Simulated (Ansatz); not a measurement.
## Ba (model structure, started from the simple cubic type, Pm-3m, No. 221, 1 atom in the cell)

Method: r²SCAN (plane waves, PAW; Ansatz, a program for electronic structure).

Run with plane-wave cutoff 500 eV, 18×18×18 k mesh, Fermi–Dirac smearing 0.1 eV, scalar-relativistic PAW data made under PBE.

Cell (relaxed at this level):

```cif
data_Ba
_chemical_formula_sum 'Ba1'
_space_group_name_H-M_alt 'P 1'
_space_group_IT_number 1
_cell_length_a 3.91653
_cell_length_b 3.91653
_cell_length_c 3.91653
_cell_angle_alpha 90.000
_cell_angle_beta 90.000
_cell_angle_gamma 90.000
loop_
_space_group_symop_operation_xyz
  'x, y, z'
loop_
_atom_site_label
_atom_site_type_symbol
_atom_site_fract_x
_atom_site_fract_y
_atom_site_fract_z
_atom_site_occupancy
Ba1 Ba 0.00000 0.00000 0.00000 1
```

- band gap = zero (no gap)

Note: the relaxation could raise the start's symmetry but not lower it, so the cell can be a saddle point.

Spin–orbit coupling is not included.

Static lattice: no zero-point or thermal effects.

Computing time: about 50 core-seconds (a rough figure).

A model structure was made by putting elements into a prototype or built by hand; it is no filed structure, need not be a known phase, and can be a saddle point held by its symmetry.
